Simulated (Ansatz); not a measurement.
System (SMILES): [SiH4] (SiH4).
Atoms: Si1, H2, H3, H4, H5. Bonds: Si1-H2, Si1-H3, Si1-H4, Si1-H5.

Basis-set convergence of the highest harmonic wavenumber at B3LYP with Ansatz (a program for electronic structure). Each level at its own minimum, finite differences of forces, unscaled; the reference is a large set that could be run, not a limit. Cartesian d functions, on some or all atoms, in 6-31G*, 6-31+G*, 6-311G**, 6-311+G**; all else is spherical. The program fits the integrals of some runs and decomposes those of others, by size. No added dispersion term, no relativity. Reference: the value in aug-pcseg-2, 2241 cm⁻¹, itself unsure by roughly 2 cm⁻¹ (its mean distance from aug-cc-pV(T+d)Z, def2-TZVPPD). Deviations are taken from unrounded values.

| basis | functions | highest harmonic wavenumber (cm⁻¹) |
|---|---|---|
| 6-31G* | 27 | 2267 |
| 6-31+G* | 31 | 2269 |
| def2-SVP | 38 | 2238 |
| def2-SVPD | 56 | 2242 |
| pcseg-1 | 38 | 2249 |
| aug-pcseg-1 | 63 | 2240 |
| cc-pV(D+d)Z | 43 | 2222 |
| aug-cc-pV(D+d)Z | 68 | 2224 |
| 6-311G** | 51 | 2245 |
| 6-311+G** | 55 | 2244 |
| def2-TZVP | 61 | 2244 |
| def2-TZVPD | 79 | 2243 |
| pcseg-2 | 90 | 2242 |
| aug-pcseg-2 | 142 | 2241 |
| cc-pV(T+d)Z | 95 | 2238 |
| aug-cc-pV(T+d)Z | 147 | 2237 |
| def2-TZVPP | 98 | 2241 |
| def2-TZVPPD | 116 | 2241 |

What the diffuse functions change, pair by pair:
- 6-31G* to 6-31+G*: 4 more functions, deviation 26 to 28 cm⁻¹
- def2-SVP to def2-SVPD: 18 more functions, deviation -3 to 1 cm⁻¹
- pcseg-1 to aug-pcseg-1: 25 more functions, deviation 8 to -1 cm⁻¹
- cc-pV(D+d)Z to aug-cc-pV(D+d)Z: 25 more functions, deviation -19 to -17 cm⁻¹
- 6-311G** to 6-311+G**: 4 more functions, deviation 4 to 3 cm⁻¹
- def2-TZVP to def2-TZVPD: 18 more functions, deviation 3 to 2 cm⁻¹
- pcseg-2 to aug-pcseg-2: 52 more functions, deviation 1 to 0 cm⁻¹
- cc-pV(T+d)Z to aug-cc-pV(T+d)Z: 52 more functions, deviation -3 to -4 cm⁻¹
- def2-TZVPP to def2-TZVPPD: 18 more functions, deviation 0 to 0 cm⁻¹

Leaving out the reference's own pair, they bring the value nearer the reference by more than 2 cm⁻¹ in 1 of 8 pairs.
